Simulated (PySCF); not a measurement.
**One molecule, a ladder of functionals, a line**

Molecule: `[C-]#[N+]C(C)(C)C`, C$_{5}$H$_{9}$N.

Mapped SMILES: `[C-:1]#[N+:2][C:3]([CH3:4])([CH3:5])[CH3:6]`. Each H is labelled by its parent atom.

GIAO shieldings (ppm, equivalent atoms averaged) in PySCF on the PBE0-D3(BJ)/def2-SVP geometry, basis pcSseg-1, gas phase, non-relativistic:

| functional | exact exchange (%) | σ(C3) |
| --- | --- | --- |
| BLYP | 0 | 121.8 |
| BP86 | 0 | 127.2 |
| PBE | 0 | 127.9 |
| B3LYP | 20 | 127.4 |
| PBE0 | 25 | 134.2 |
| BHandHLYP | 50 | 134.8 |
| HF | 100 | 147.0 |

(1) Fit each shielding as a line in the percentage of exact exchange.

(2) What does the line predict for mPW1PW91 (25 %), and what does the run give?

## Answers

(1) σ(C3) = 125.6 + 0.21 x (rms 2.4 ppm). The functionals also differ in their semilocal parts, which the line can't hold; Hartree–Fock has no correlation at all.

(2) σ(C3): 130.8 predicted, 133.4 computed ppm.
